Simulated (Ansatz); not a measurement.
B20 (FeSi-type) FeSi, treated with PBE-D3(BJ) (Ansatz, a first-principles code, plane waves, PAW).

Run with plane-wave cutoff 520 eV, 8×8×8 k mesh, Fermi–Dirac smearing 0.01 eV, no spin polarisation, scalar-relativistic PAW data made under PBE.

A third-order Birch–Murnaghan fit to the energies gives V0 = 10.658 Å³/atom, B0 = 238 GPa, B′ = 4.7.

```csv
V (Å³/atom),P (GPa)
10.232,10.69
10.445,___
10.658,0.00
10.872,-4.49
11.085,___
```

Estimate the withheld pressures from this fit; the answers are the runs' own values.


- 10.445, P (GPa): 5.04
- 11.085, P (GPa): -8.49

The formula P = (3/2) B0 (x^(7/3) − x^(5/3)) [1 + (3/4)(B′ − 4)(x^(2/3) − 1)] with x = V0/V meets the computed pressures within 0.04 GPa when these rounded values are put in.

Shape and atoms are relaxed at each volume.

Measured, for comparison: bulk modulus 178 GPa (room temperature, not corrected to a static lattice, our sources range from 169 to 185; as tabulated in Study of the compressibility of FeSi, MnSi, and CoS2 (JETP Letters), abstract); equilibrium volume per atom 11.26 Å³/atom (temperature not stated, not corrected to a static lattice; as tabulated in Wikipedia's data pages). Computed (rounded) less measured: bulk modulus +34 % (+29 % to +41 % over the range), equilibrium volume per atom -5.3 %.

Note: the bulk modulus comes from volumes at which shape and atoms were relaxed.
